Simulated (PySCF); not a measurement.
Molecule: SMILES CCS(=O)(=O)O, C2H6O3S.

Molfile (atoms numbered from 1):
```
C2H6O3S
     RDKit          3D

 12 11  0  0  0  0  0  0  0  0999 V2000
    1.4372    0.4152   -0.3724 C   0  0  0  0  0  0  0  0  0  0  0  0
    0.5014   -0.4003    0.4917 C   0  0  0  0  0  0  0  0  0  0  0  0
   -1.1919    0.1552    0.3942 S   0  0  0  0  0  6  0  0  0  0  0  0
   -1.2200    1.5956    0.5146 O   0  0  0  0  0  0  0  0  0  0  0  0
   -2.0221   -0.7010    1.2244 O   0  0  0  0  0  0  0  0  0  0  0  0
   -1.5511   -0.2067   -1.1536 O   0  0  0  0  0  0  0  0  0  0  0  0
    1.1707    0.3237   -1.4350 H   0  0  0  0  0  0  0  0  0  0  0  0
    1.3890    1.4767   -0.0940 H   0  0  0  0  0  0  0  0  0  0  0  0
    2.4704    0.0627   -0.2423 H   0  0  0  0  0  0  0  0  0  0  0  0
    0.4758   -1.4686    0.2315 H   0  0  0  0  0  0  0  0  0  0  0  0
    0.7340   -0.3202    1.5654 H   0  0  0  0  0  0  0  0  0  0  0  0
   -2.1935   -0.9323   -1.1244 H   0  0  0  0  0  0  0  0  0  0  0  0
  1  2  1  0
  2  3  1  0
  3  4  2  0
  3  5  2  0
  3  6  1  0
  1  7  1  0
  1  8  1  0
  1  9  1  0
  2 10  1  0
  2 11  1  0
  6 12  1  0
M  END
```

Geometry PBE0-D3(BJ)/def2-SVP throughout; GIAO in PySCF, gas phase, one conformer, non-relativistic; equivalent atoms averaged; basis pcSseg-1.

For orientation, B97-2 gives these shifts δ (against TMS, CS2, H2O at the same level): C2 53.7, C1 10.4, S3 331.0, O4/O5 237.3, O6 201.6, H12 4.15, H10/H11 2.80, H7/H8/H9 1.44 ppm.

A run gave: C2 55.9, C1 11.2, S3 333.3, O4/O5 246.5, O6 210.1, H12 4.16, H10/H11 2.91, H7/H8/H9 1.43 ppm (shifts δ (against TMS, CS2, H2O at the same level)).

**Question.** Which functional was used in that run?
A. BLYP
B. BP86
C. HF
D. B97-D

**Answer.** D. O4/O5 tells them apart best: B97-D gives 246.5, HF gives 194.0, BLYP gives 258.5, BP86 gives 256.2 ppm.
